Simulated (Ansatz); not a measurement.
Tetragonal perovskite BaTiO₃ (room-temperature form, which distorts further on cooling), treated with r²SCAN+rVV10 (Ansatz, a program for electronic structure, PAW).

Run with plane-wave cutoff 560 eV, 8×8×8 k mesh, Fermi–Dirac smearing 0.01 eV, no spin polarisation, scalar-relativistic PAW data made under PBE.

Computed points:

```tsv
V (Å³/atom)	E − E_lowest (meV/atom)	P (GPa)
12.284	9.38	6.23
12.540	2.21	2.85
12.796	0.00	0.00
13.052	1.92	-2.34
13.308	7.22	-4.22
```

Estimate the bulk modulus and its pressure derivative from these points.

V0 = 12.796 Å³/atom, B0 = 129 GPa, B′ = 8.6 (fit to the energies at full precision).

Shape and atoms are relaxed at each volume.

Note: the relaxation could not lower the start's symmetry, so the cell can be a saddle point above a distorted one; the bulk modulus comes from volumes at which shape and atoms were relaxed.

Spin–orbit coupling is not included.

The computed numbers hold no vibrational or temperature effects.
